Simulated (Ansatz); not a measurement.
Stepwise reaction of `F[SiH2]F` with hydrogen, as a gas-phase model of exchange steps in deposition or etching. ΔE in kJ/mol; ΔG adds harmonic PBE0-D4 terms to CCSD(T)/CBS, at 1 bar.

Gas-phase electronic energies from Ansatz, PBE0-D4/def2-TZVP geometries. CBS: MP2 limit from def2 TZ/QZ plus the TZ coupled-cluster correction, frozen cores. This one scheme is used for every species. Functionals use def2-TZVPP. B3LYP here is the variant with VWN-RPA as its local correlation; programs differ in this.

```json
{"step": "1", "reaction": "`F[SiH2]F` + H₂ → `F[SiH3]` + H–F", "PBE-D4": "125.9", "B3LYP-D4": "133.6", "ωB97M-V": "134.4", "CCSD(T)/CBS": "131.8", "ΔG(400 K)": "133.0"}
{"step": "2", "reaction": "`F[SiH3]` + H₂ → SiH₄ + H–F", "PBE-D4": "97.2", "B3LYP-D4": "107.3", "ωB97M-V": "107.1", "CCSD(T)/CBS": "105.4", "ΔG(400 K)": "109.5"}
```

By hand: ΔE of the 2 steps together at CCSD(T)/CBS.

(131.8) + (105.4) = 237.2 kJ/mol, or 118.6 kJ/mol a step.

In ΔE each step is lower than the one before. All are uphill at CCSD(T)/CBS. ΔG lies between 109.5 and 133.0 kJ/mol a step. PBE-D4 differs from CCSD(T)/CBS by -8.2 to -5.9 kJ/mol a step. Isolated molecules leave out the surface, adducts and barriers. Largest T1 diagnostic: 0.012.
